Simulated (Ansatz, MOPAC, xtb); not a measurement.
How methods differ on Si3H8 (trisilane)

Si3H8, singlet, SMILES `[SiH3][SiH2][SiH3]`. Each level relaxes the structure for itself.

Quantity: the highest harmonic wavenumber at each level's own minimum, in cm⁻¹. The values are calculated.

```tsv
level	kind	program	value (cm⁻¹)
PM6	semi-empirical	MOPAC	2083
PM6-DH2	semi-empirical	MOPAC	2083
PM7	semi-empirical	MOPAC	2296
GFN2-xTB	semi-empirical	xtb	2245
HF/STO-3G	Hartree–Fock	Ansatz	2909
HF/3-21G	Hartree–Fock	Ansatz	2282
HF/6-31G* (Cartesian functions)	Hartree–Fock	Ansatz	2373
B3LYP/6-31G* (Cartesian functions)	global hybrid	Ansatz	2248
MP2/6-31G* (Cartesian functions)	perturbation theory	Ansatz	2313
```

Harmonic and unscaled. The values span 2083 to 2909 cm⁻¹. Without the sets that lack polarisation functions the rows with a basis span only 2248 to 2373 cm⁻¹.
